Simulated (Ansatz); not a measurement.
Species: disodium, Na2, charge 0, multiplicity 1. 
Geometry from a B3LYP-D3(BJ)/def2-TZVP (Ansatz, a program for electronic structure) optimisation:
SMILES: [Na][Na]
```xyz
2

Na     0.0000     0.0000    -1.5272
Na     0.0000     0.0000     1.5272
```
Charge 0, spin multiplicity 1.

Parts of the frozen-core correlation energy in 6-31G (Ansatz, hartree). Frozen orbitals: 10; correlated occupied orbitals by spin: 1 and 1; virtual: 15 and 15. Spin-orbit coupling is left out. Non-relativistic. The restricted reference is unstable.

```
term                            value
-------------------------  ----------
reference (HF)             -323.68106
MP2 opposite-spin            -0.01449
MP2 same-spin                 0.00000
CCSD correlation             -0.02351
(T)                           0.00000
T1 diagnostic                   0.019
largest doubles amplitude       0.134
```
